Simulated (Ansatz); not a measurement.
Compare A (`C=NCS`) with its isomer B (`C=C(N)S`).

Program: Ansatz. Geometries: PBE0-D4/def2-TZVP. ΔE: electronic, gas phase. CCSD(T)/CBS adds triple-zeta CCSD(T) − MP2 to the extrapolated MP2 energy (def2 sets, frozen cores). Functionals use def2-TZVPP. One conformer a species, not always the lowest.

(1) Which is lower in electronic energy at CCSD(T)/CBS, and by how much? (Estimate.)

(2) Give E(B) − E(A) in kcal/mol with CCSD/def2-TZVPP, HF/def2-TZVPP, BLYP-D4, r2SCAN-D4, PBE0-D4, LDA (SPW92), B2PLYP. (Estimate.)

(3) Does the order hold for the free energy at 298.15 K (harmonic terms from PBE0-D4)? (Estimate.)

Largest T1 diagnostic: 0.012.

## Answers

(1) Computed: B, by 8.7 kcal/mol.

(2) Computed: CCSD/def2-TZVPP -7.2, HF/def2-TZVPP -6.1, BLYP-D4 -8.9, r2SCAN-D4 -11.2, PBE0-D4 -10.6, LDA (SPW92) -14.1, B2PLYP -8.7. None reverses the order clearly.

(3) The calculation gave: Yes: G(B) − G(A) = -8.1 kcal/mol, for one conformer each.

Leaving LDA and LC-ωPBE aside and taking each functional with its dispersion term where it has one, the values, not all of them listed here, spread over 2.9 kcal/mol, from r2SCANh-D4 to ωB97X-V. LDA lies −3.9 kcal/mol from PBE without D4. At CCSD(T), def2-SVP lies +3.2 kcal/mol from the extrapolated value and def2-TZVPP +1.2 kcal/mol.
